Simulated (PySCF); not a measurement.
## Gas-phase thermal properties of AlH3

Method: PySCF energies (xtb for GFN2) plus ideal-gas RRHO corrections (1 bar). 6-31G* has spherical d functions here. All species are closed-shell singlets. B3LYP is the form with VWN-RPA correlation. AlH3: computed as isolated molecules; such fragments, hydroxides, amides, oligomers or adducts are transient or little studied in the gas. The harmonic model lacks anharmonicity and excited electronic states, which grow with temperature; levels with a mode under 35 cm⁻¹ are left out.

| level | point group | σ | ZPE (kJ/mol) | S°298 (J/mol/K) | Cp298 (J/mol/K) | S°1000 (J/mol/K) | H1000 − H298 (kJ/mol) |
|---|---|---|---|---|---|---|---|
| B3LYP/6-31G* | D3h | 6 | 48.5 | 207.6 | 42.5 | 274.8 | 40.9 |
| GFN2-xTB | D3h | 6 | 45.2 | 206.9 | 42.5 | 275.5 | 41.8 |
| HF/6-31G* | D3h | 6 | 51.1 | 206.9 | 41.2 | 272.5 | 40.0 |
| PBE/def2-SVP | D3h | 6 | 47.0 | 208.1 | 43.0 | 276.1 | 41.4 |
| PBE0/def2-TZVP | D3h | 6 | 48.3 | 207.5 | 42.5 | 274.8 | 41.0 |
σ: rotational symmetry number. Electronic degeneracy used: 1. Frequencies are unscaled.
